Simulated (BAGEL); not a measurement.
# CH6BS− (SMILES [BH3-]SC) at HF/STO-3G (density fitting with qzvpp-jkfit)

What is the energy change on altering one bond length of CH6BS− at HF/STO-3G (density fitting with qzvpp-jkfit)? 

Program for the calculation: BAGEL 1.2.2.

2 further runs of the same task are left out: 2 set aside as unsound or not needed.

## (1) Starting point

The species is CH6BS− (9 atoms), meant as a singlet with charge -1. SMILES: `[BH3-]SC`. The coordinates come from a GFN2-xTB relaxation.

Bond lengths: B1–S2 1.952 Å, S2–C3 1.818 Å, B1–H4 1.211 Å, B1–H5 1.203 Å, B1–H6 1.212 Å, C3–H7 1.089 Å, C3–H8 1.090 Å, C3–H9 1.088 Å. Some angles: B1–S2–C3 97.7°, S2–B1–H4 106.9°, S2–B1–H5 106.8°, S2–B1–H6 107.0°, S2–C3–H7 109.2°, S2–C3–H8 109.3°, S2–C3–H9 109.0°, H4–B1–H5 112.0°, H4–B1–H6 111.7°, H5–B1–H6 112.0°.

## (2) A single-point energy at HF/STO-3G (density fitting with qzvpp-jkfit)

Contents of hf.json:

```json
{ "bagel" : [

{
  "title" : "molecule",
  "basis" : "sto-3g",
  "df_basis" : "qzvpp-jkfit",
  "angstrom" : true,
  "geometry" : [
    { "atom" : "B", "xyz" : [      -0.618650,       0.654210,      -1.106450 ] },
    { "atom" : "S", "xyz" : [       1.109260,       0.563060,      -0.203960 ] },
    { "atom" : "C", "xyz" : [       0.645970,      -0.629560,       1.087830 ] },
    { "atom" : "H", "xyz" : [      -0.878720,      -0.466720,      -1.485030 ] },
    { "atom" : "H", "xyz" : [      -0.491280,       1.422310,      -2.023830 ] },
    { "atom" : "H", "xyz" : [      -1.423490,       1.049130,      -0.291080 ] },
    { "atom" : "H", "xyz" : [      -0.177570,      -0.222320,       1.673300 ] },
    { "atom" : "H", "xyz" : [       0.327520,      -1.560850,       0.620290 ] },
    { "atom" : "H", "xyz" : [       1.506950,      -0.809250,       1.728930 ] }
  ]
},

{
  "title" : "hf",
  "charge" : -1
},

{
  "title" : "print",
  "file" : "orbitals.molden",
  "orbitals" : true
}

]}
```

Launch:

```
$ BAGEL_NUM_THREADS=1 BAGEL hf.json > hf.out
```

The program printed:

```text
* using 1 threads per process

  ===============================================================
  ===============================================================

  *** Geometry ***

  { "atom" : "B", "xyz" : [     -1.169079,      1.236278,     -2.090887 ] },
  { "atom" : "S", "xyz" : [      2.096198,      1.064029,     -0.385429 ] },
  { "atom" : "C", "xyz" : [      1.220706,     -1.189696,      2.055701 ] },
  { "atom" : "H", "xyz" : [     -1.660540,     -0.881973,     -2.806300 ] },
  { "atom" : "H", "xyz" : [     -0.928385,      2.687776,     -3.824484 ] },
  { "atom" : "H", "xyz" : [     -2.690006,      1.982568,     -0.550061 ] },
  { "atom" : "H", "xyz" : [     -0.335559,     -0.420124,      3.162079 ] },
  { "atom" : "H", "xyz" : [      0.618923,     -2.949579,      1.172178 ] },
  { "atom" : "H", "xyz" : [      2.847723,     -1.529261,      3.267204 ] },

  Number of auxiliary basis functions:      386

  Since a DF basis is specified, we compute 2- and 3-index integrals:
    o Being stored without compression. Storage requirement is 0.002 GB

  Number of basis functions:       25
  Number of electrons      :       33

    * METHOD: MOLECULE                             0.19

  *** RHF ***

  === Nuclear Repulsion ===
    99.4017758891

      * DIIS with orbital gradients will be used.

  === RHF iteration (sto-3g) ===
      0       -458.29857881          0.01352385           0.02
      1       -458.34889177          0.00378846           0.02
      2       -458.35228191          0.00103015           0.02
      3       -458.35263286          0.00016008           0.02
      4       -458.35264301          0.00002953           0.02
      5       -458.35264336          0.00000211           0.02
      6       -458.35264336          0.00000033           0.02
      7       -458.35264336          0.00000008           0.02
      8       -458.35264336          0.00000002           0.02
      9       -458.35264336          0.00000000           0.02
    * SCF iteration converged.

    * Permanent dipole moment:
           (   -1.227916,     0.619719,    -1.341209) a.u.

    * METHOD: HF                                   0.36

    * METHOD: PRINT                                0.00

  ===============================================================
```

Run time: 1 s. Hardware: 1 thread of Intel Xeon at 2.50GHz (Skylake/Cascade Lake), shared host.

## (3) The distorted shape, same level

Contents of job.json:

```json
{ "bagel" : [

{
  "title" : "molecule",
  "basis" : "sto-3g",
  "df_basis" : "qzvpp-jkfit",
  "angstrom" : "true",
  "geometry" : [
    { "atom" : "B", "xyz" : [      -0.570877,       0.793920,      -1.036311 ] },
    { "atom" : "S", "xyz" : [       1.157033,       0.702770,      -0.133821 ] },
    { "atom" : "C", "xyz" : [       0.693743,      -0.489850,       1.157969 ] },
    { "atom" : "H", "xyz" : [      -0.830947,      -0.327010,      -1.414891 ] },
    { "atom" : "H", "xyz" : [      -0.443507,       1.562020,      -1.953691 ] },
    { "atom" : "H", "xyz" : [      -1.375717,       1.188840,      -0.220941 ] },
    { "atom" : "H", "xyz" : [      -0.129797,      -0.082610,       1.743439 ] },
    { "atom" : "H", "xyz" : [       0.327520,      -1.560850,       0.620290 ] },
    { "atom" : "H", "xyz" : [       1.554723,      -0.669540,       1.799069 ] }
  ]
},

{
  "title" : "hf",
  "charge" : -1
},

{
  "title" : "print",
  "file" : "orbitals.molden",
  "orbitals" : "true"
}

]}
```

Launch:

```
$ BAGEL_NUM_THREADS=1 BAGEL job.json > job.out
```

The program printed:

```text
* using 1 threads per process

  ===============================================================
  ===============================================================

  *** Geometry ***

  { "atom" : "B", "xyz" : [     -1.078801,      1.500291,     -1.958344 ] },
  { "atom" : "S", "xyz" : [      2.186475,      1.328043,     -0.252885 ] },
  { "atom" : "C", "xyz" : [      1.310984,     -0.925682,      2.188244 ] },
  { "atom" : "H", "xyz" : [     -1.570262,     -0.617959,     -2.673756 ] },
  { "atom" : "H", "xyz" : [     -0.838107,      2.951790,     -3.691941 ] },
  { "atom" : "H", "xyz" : [     -2.599728,      2.246582,     -0.417518 ] },
  { "atom" : "H", "xyz" : [     -0.245281,     -0.156110,      3.294622 ] },
  { "atom" : "H", "xyz" : [      0.618923,     -2.949579,      1.172178 ] },
  { "atom" : "H", "xyz" : [      2.938001,     -1.265247,      3.399748 ] },

  Number of auxiliary basis functions:      386

  Since a DF basis is specified, we compute 2- and 3-index integrals:
    o Being stored without compression. Storage requirement is 0.002 GB

  Number of basis functions:       25
  Number of electrons      :       33

    * METHOD: MOLECULE                             0.22

  *** RHF ***

  === Nuclear Repulsion ===
    98.7968059750

      * DIIS with orbital gradients will be used.

  === RHF iteration (sto-3g) ===
      0       -458.27925022          0.01382585           0.01
      1       -458.33044172          0.00417351           0.02
      2       -458.33428310          0.00115187           0.02
      3       -458.33472168          0.00018236           0.01
      4       -458.33473529          0.00003562           0.01
      5       -458.33473581          0.00000270           0.02
      6       -458.33473582          0.00000052           0.02
      7       -458.33473582          0.00000016           0.02
      8       -458.33473582          0.00000004           0.02
      9       -458.33473582          0.00000001           0.02
     10       -458.33473582          0.00000000           0.02
    * SCF iteration converged.

    * Permanent dipole moment:
           (   -1.237810,     0.571020,    -1.348293) a.u.

    * METHOD: HF                                   0.34

    * METHOD: PRINT                                0.00

  ===============================================================
```

Wall time 0.98 s (1 thread of Intel Xeon at 2.50GHz (Skylake/Cascade Lake), shared host).

## (4) Outcome

Level: HF/STO-3G (density fitting with qzvpp-jkfit).

| quantity | value |
| --- | --- |
| first shape: total energy | -458.35264 Eh |
| first shape: HOMO energy | 0.63 eV |
| first shape: LUMO energy | 19.55 eV |
| first shape: HOMO–LUMO gap (to an unbound level, set by the basis) | 18.92 eV |
| distorted shape: total energy | -458.33474 Eh |
| distorted shape: HOMO energy | 0.60 eV |
| distorted shape: LUMO energy | 19.51 eV |
| distorted shape: HOMO–LUMO gap (to an unbound level, set by the basis) | 18.91 eV |
| energy change with the C3–H8 bond stretched from 1.090 to 1.253 Å | 0.487 eV |

**Reading.** With the C3–H8 bond stretched from 1.090 to 1.253 Å the energy rises by 0.49 eV (11.2 kcal/mol). The first shape isn't relaxed at this level, so the change isn't measured from a minimum. The minimal basis adds a large error of its own. The HOMO (first shape) lies at positive energy, 0.63 eV: the electron is unbound at this level or held by a compact basis; values depend on the basis. The HOMO (distorted shape) lies at positive energy, 0.60 eV: the electron is unbound at this level or held by a compact basis; values depend on the basis.
